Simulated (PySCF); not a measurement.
PH₃.
Cartesian coordinates in Å at the PBE0-D3(BJ)/def2-SVP level; atoms count from 1:
```
atom  x, y, z in Å
P1     0.0256   -0.0410    0.4763
H2    -0.5990    1.0211   -0.2472
H3     1.1993   -0.0042   -0.3374
H4    -0.5896   -1.0495   -0.3272
```

Method: PBE0-D3(BJ)/def2-SVP geometry optimisation, gas phase in PySCF.

Masses are those of the commonest isotopes; rigid-rotor values at the optimised geometry. 

Give the principal moments of inertia and the rotational constants in MHz.

Ia = 3.84, Ib = 3.84, Ic = 4.33 u·Å²; 505379 MHz·u·Å²/I gives A = 131470, B = 131450, C = 116795 MHz.

What kind of rotor is it?

An oblate symmetric top, as the point group C3v requires two equal moments; the computed ones differ by 0.02 % because the geometry is symmetric only within the optimiser's tolerance: κ = (2 × 131450 − 131470 − 116795)/(131470 − 116795) = 1.00.

Is it planar, by Δ = Ic − Ia − Ib?

Not planar: Δ = Ic − Ia − Ib = -3.36 u·Å². For a rigid frame Δ = −2 Σ m c², so Σ m c² = 1.68 u·Å² lies off the ab plane: 1.53 from hydrogen and 0.15 from heavier atoms. The atom farthest from that plane is 0.71 Å away.

Give the other two planar moments, Paa and Pbb, and the rms extents of the mass along the axes.

Paa = Σ m a² = (Ib + Ic − Ia)/2 = 2.16 and Pbb = Σ m b² = (Ia + Ic − Ib)/2 = 2.16 u·Å². With the mass M = 34.00 u, the rms extents √(P/M) along a, b and c are 0.25, 0.25, 0.22 Å.

Where do the R-branch lines fall?

The dipole of 0.91 D lies along the symmetry axis, so ΔK = 0 and J+1 ← J falls at 2B(J+1) for every K: 262.92 GHz, 525.84 GHz, 788.76 GHz, 1051.68 GHz, 1314.60 GHz for J = 0 to 4.

No PBE0-D3(BJ)/def2-SVP frequencies stand behind this structure, so it isn't proved a minimum. Zero-point vibration and centrifugal distortion are left out.
